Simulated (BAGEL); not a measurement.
# FCI/6-31G(d) (density fitting with cc-pvqz-jkfit, spherical functions) run of PH (SMILES [PH])

Aim: the energy change on altering one bond length of PH at FCI/6-31G* (density fitting with cc-pvqz-jkfit, spherical functions), from 2 runs. 

Program for the calculation: BAGEL 1.2.2.

2 further runs of the same task are left out: 2 set aside as unsound or not needed.

### 1 The system as given

The species is PH (2 atoms), meant as a triplet with charge 0. As SMILES, `[PH]`. Geometry: relaxed at PBE0-D4/def2-TZVP.

Bond lengths: P1–H2 1.428 Å.

### 2 The energy at FCI/6-31G(d) (density fitting with cc-pvqz-jkfit, spherical functions)

File fci.json:

```json
{ "bagel": [

{
  "title": "molecule",
  "basis": "6-31gs.json",
  "df_basis": "cc-pvqz-jkfit",
  "angstrom": true,
  "geometry": [
    { "atom": "P", "xyz": [    0.000000,    0.000000,   -0.014610 ] },
    { "atom": "H", "xyz": [    0.000000,    0.000000,    1.413680 ] }
  ]
},
{
  "title": "hf"
},
{
  "title": "fci",
  "nstate": 1,
  "ncore": 5,
  "nspin": 2
}

]}
```

The basis set 6-31G* is read from a file made from the Basis Set Exchange's data (not shown).

On the command line:

```
$ BAGEL_NUM_THREADS=1 BAGEL fci.json > fci.out
```

Output:

```text
* using 1 threads per process

  ===============================================================
  ===============================================================

  *** Geometry ***

  { "atom" : "P", "xyz" : [      0.000000,      0.000000,     -0.027609 ] },
  { "atom" : "H", "xyz" : [      0.000000,      0.000000,      2.671468 ] },

  Number of auxiliary basis functions:      199

  Since a DF basis is specified, we compute 2- and 3-index integrals:
    o Being stored without compression. Storage requirement is 0.001 GB

  Number of basis functions:       20
  Number of electrons      :       16

    * METHOD: MOLECULE                             0.02

  *** RHF ***

  === Nuclear Repulsion ===
     5.5574555308

      * DIIS with orbital gradients will be used.

  === RHF iteration (6-31gs.json) ===
      0       -341.18082364          0.01056765           0.00
      1       -341.18786988          0.00240640           0.00
      2       -341.18843317          0.00042323           0.00
      3       -341.18845086          0.00005333           0.00
      4       -341.18845125          0.00000780           0.00
      5       -341.18845126          0.00000064           0.00
      6       -341.18845126          0.00000009           0.00
      7       -341.18845126          0.00000001           0.00
      8       -341.18845126          0.00000000           0.00
    * SCF iteration converged.

    * Permanent dipole moment:
           (    0.000000,     0.000000,    -0.275100) a.u.

    * METHOD: HF                                   0.03

  ---------------------------
        FCI calculation
  ---------------------------

  Performs exactly the same way as Knowles & Handy 1984 CPL

  o alpha-beta strings
      length:          1470
  o size of the space
      determinant space:  143325
      spin-adapted space: 98280

  o single displacement lists (alpha)
      length:         65520
  o single displacement lists (beta)
      length:          2940
 Constructing space of all determinants that can formed by removing 1 electron from 4 alpha and 2 beta electrons.

 Space is made up of 4 determinants.
  o forming links

     guess   0:   closed 11.............      open ..11...........

  === FCI iteration ===

      0  0      -341.24505180     1.08e-03      0.12
      1  0      -341.34550829     3.68e-04      0.11
      2  0      -341.35349767     1.04e-04      0.11
      3  0      -341.35414713     3.13e-05      0.11
      4  0      -341.35420799     1.02e-05      0.11
      5  0      -341.35421424     3.35e-06      0.11
      6  0      -341.35421496     1.18e-06      0.11
      7  0      -341.35421504     3.88e-07      0.11
      8  0      -341.35421505     1.16e-07      0.11
      9  0      -341.35421505     3.46e-08      0.11
     10  0      -341.35421505     9.54e-09      0.11
     11  0      -341.35421505     2.55e-09      0.12
     12  0      -341.35421505     6.66e-10      0.12
     13  0      -341.35421505     1.99e-10      0.12
     14  0 *    -341.35421505     6.18e-11      0.10

     * ci vector, state   0, <S^2> = 2.0000
       22aa...........     0.9555944872
       22a....a.......     0.1520580403
       2.aa2..........    -0.0817462462

    * METHOD: FCI                                  1.78

  ===============================================================
```

It took 2 s on 1 thread of Arm Neoverse V2, shared host.

### 3 The distorted shape, same level

File input.json:

```json
{ "bagel" : [

{
  "title" : "molecule",
  "basis" : "6-31gs.json",
  "df_basis" : "cc-pvqz-jkfit",
  "angstrom" : true,
  "geometry" : [
    { "atom" : "P", "xyz" : [       0.000000,       0.000000,      -0.228820 ] },
    { "atom" : "H", "xyz" : [       0.000000,       0.000000,       1.413680 ] }
  ]
},

{
  "title" : "hf"
},

{
  "title" : "fci",
  "nstate" : 1,
  "charge" : 0,
  "ncore" : 5,
  "nspin" : 2
}

]}
```

The basis set 6-31G* is read from a file made from the Basis Set Exchange's data (not shown).

On the command line:

```
$ BAGEL_NUM_THREADS=1 BAGEL input.json > input.out
```

Output:

```text
* using 1 threads per process

  ===============================================================
  ===============================================================

  *** Geometry ***

  { "atom" : "P", "xyz" : [      0.000000,      0.000000,     -0.432407 ] },
  { "atom" : "H", "xyz" : [      0.000000,      0.000000,      2.671468 ] },

  Number of auxiliary basis functions:      199

  Since a DF basis is specified, we compute 2- and 3-index integrals:
    o Being stored without compression. Storage requirement is 0.001 GB

  Number of basis functions:       20
  Number of electrons      :       16

    * METHOD: MOLECULE                             0.02

  *** RHF ***

  === Nuclear Repulsion ===
     4.8326685906

      * DIIS with orbital gradients will be used.

  === RHF iteration (6-31gs.json) ===
      0       -341.16606764          0.00862084           0.00
      1       -341.17186545          0.00212176           0.00
      2       -341.17234788          0.00034443           0.00
      3       -341.17235988          0.00003740           0.00
      4       -341.17236008          0.00000408           0.00
      5       -341.17236009          0.00000070           0.00
      6       -341.17236009          0.00000010           0.00
      7       -341.17236009          0.00000002           0.00
      8       -341.17236009          0.00000000           0.00
    * SCF iteration converged.

    * Permanent dipole moment:
           (    0.000000,     0.000000,    -0.106424) a.u.

    * METHOD: HF                                   0.03

  ---------------------------
        FCI calculation
  ---------------------------

  Performs exactly the same way as Knowles & Handy 1984 CPL

  o alpha-beta strings
      length:          1470
  o size of the space
      determinant space:  143325
      spin-adapted space: 98280

  o single displacement lists (alpha)
      length:         65520
  o single displacement lists (beta)
      length:          2940
 Constructing space of all determinants that can formed by removing 1 electron from 4 alpha and 2 beta electrons.

 Space is made up of 4 determinants.
  o forming links

     guess   0:   closed 11.............      open ..11...........

  === FCI iteration ===

      0  0      -341.22916345     1.07e-03      0.12
      1  0      -341.33368262     3.82e-04      0.12
      2  0      -341.34295289     1.16e-04      0.11
      3  0      -341.34384334     3.86e-05      0.11
      4  0      -341.34394700     1.43e-05      0.11
      5  0      -341.34396167     5.77e-06      0.11
      6  0      -341.34396399     2.27e-06      0.11
      7  0      -341.34396430     7.79e-07      0.12
      8  0      -341.34396433     2.41e-07      0.12
      9  0      -341.34396434     7.35e-08      0.12
     10  0      -341.34396434     2.08e-08      0.12
     11  0      -341.34396434     5.81e-09      0.12
     12  0      -341.34396434     1.95e-09      0.12
     13  0      -341.34396434     7.50e-10      0.12
     14  0      -341.34396434     2.35e-10      0.12
     15  0 *    -341.34396434     6.72e-11      0.11

     * ci vector, state   0, <S^2> = 2.0000
       22aa...........    -0.9488408071
       22a....a.......    -0.1502989116
       2.aa2..........     0.1234337144

    * METHOD: FCI                                  1.90

  ===============================================================
```

Wall time 2.1 s (1 thread of Arm Neoverse V2, shared host).

### 4 Outcome

At FCI/6-31G* (density fitting with cc-pvqz-jkfit, spherical functions), 5 core orbitals frozen:

| quantity | value |
| --- | --- |
| first shape: total energy | -341.35422 Eh |
| distorted shape: total energy | -341.34396 Eh |
| energy change with the P1–H2 bond stretched from 1.428 to 1.643 Å | 0.279 eV |

With the P1–H2 bond stretched from 1.428 to 1.643 Å the energy rises by 0.28 eV (6.4 kcal/mol). The first shape isn't relaxed at this level, so the change isn't measured from a minimum.
